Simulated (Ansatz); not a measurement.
## Ansatz (development build ahead of 0.2.0) run

```yaml
crystal:
  periodic: [false, false, false]
  atoms:
    - { symbol: H, position_ang: [-0.0067, -0.01119, 0.01811] }
    - { symbol: C, position_ang: [0.54518, -0.29009, -0.8137] }
    - { symbol: C, position_ang: [1.19931, -0.59155, -1.87188] }
    - { symbol: C, position_ang: [1.87418, -0.94708, -2.9701] }
    - { symbol: C, position_ang: [2.513, -1.30469, -3.97837] }
basis:
  gaussian: { orbitals: def2-SVP }
magnetization:
  spin_polarized: true
  initial_magnetization: 1
hamiltonian:
  xc: hf
output:
  forces: true
```

The input is written out in the form of the current development build from the run's settings.

Results

```yaml
Converged: yes
Total_energy: -151.72178 hartree
Spin_squared_of_the_determinant: 2.096
Stability_test: minimum
```

Forces (eV/Å):
```json
{"atom": "H1", "Fx": "-0.735", "Fy": "0.380", "Fz": "1.136"}
{"atom": "C2", "Fx": "2.172", "Fy": "-1.007", "Fz": "-3.457"}
{"atom": "C3", "Fx": "-1.603", "Fy": "0.705", "Fz": "2.538"}
{"atom": "C4", "Fx": "-0.260", "Fy": "0.130", "Fz": "0.488"}
{"atom": "C5", "Fx": "0.427", "Fy": "-0.207", "Fz": "-0.705"}
```

Caution: the unrestricted determinant is a mixture of spin states.
